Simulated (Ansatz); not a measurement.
Consider the hydrogenolysis of a C–O bond: `C#CC(O)S` + H₂ → `C#CCS` + H₂O.

Isolated molecules relaxed with PBE0-D4/def2-TZVP in Ansatz; ΔE leaves out vibrations. CCSD(T)/CBS is the MP2 limit (def2-TZVPP, def2-QZVPP) plus CCSD(T) − MP2 in def2-TZVPP, frozen cores. This one scheme is used for every species. Functionals use def2-TZVPP. HSE06 is defined as in plane-wave codes. Each species was taken in one conformer, which may not be the lowest.

| level | ΔE (kcal/mol) | difference from CCSD(T)/CBS |
| --- | --- | --- |
| PBE-D4 | -20.7 | 4.0 |
| revPBE-D4 | -19.9 | 4.8 |
| PBE0-D4 | -23.2 | 1.5 |
| HSE06-D4 | -23.2 | 1.5 |
| CAM-B3LYP-D4 | -23.2 | 1.5 |
| B2PLYP | -24.0 | 0.7 |
| BLYP | -22.4 | 2.3 |
| PBE0 | -24.0 | 0.7 |
| HF/def2-SVP | -25.8 | -1.1 |
| CCSD/def2-SVP | -21.7 | 3.0 |
| HF/def2-TZVPP | -28.1 | -3.4 |
| MP2/def2-TZVPP | -24.1 | 0.6 |
| SCS-MP2/def2-TZVPP | -24.3 | 0.4 |
| MP2/def2-QZVPP | -24.7 | 0.0 |
| HF/CBS(def2) | -28.4 | -3.7 |
| MP2/CBS(def2) | -25.0 | -0.3 |
| CCSD(T)/CBS | -24.7 | 0 |

Task: What do rigid-rotor, harmonic-oscillator terms from PBE0-D4/def2-TZVP frequencies (298.15 K, 1 bar) make of the CCSD(T)/CBS value? (Estimate.)

Result: Computed: ΔZPE = +4.2 kcal/mol, ΔH = -20.9 kcal/mol, ΔS = 35 J/(mol·K), ΔG = -23.4 kcal/mol.

Largest T1 diagnostic among the species: 0.012.

In def2-TZVPP, CCSD(T) changes the Hartree–Fock value by +4.3 kcal/mol (the triples alone add +1.5 kcal/mol) and MP2 by +4.1 kcal/mol. Leaving LDA and LC-ωPBE aside and taking each functional with its dispersion term where it has one, the values, not all of them listed here, spread over 4.9 kcal/mol, from BHLYP-D4 to revPBE-D4. LDA lies +2.4 kcal/mol from PBE without D4.
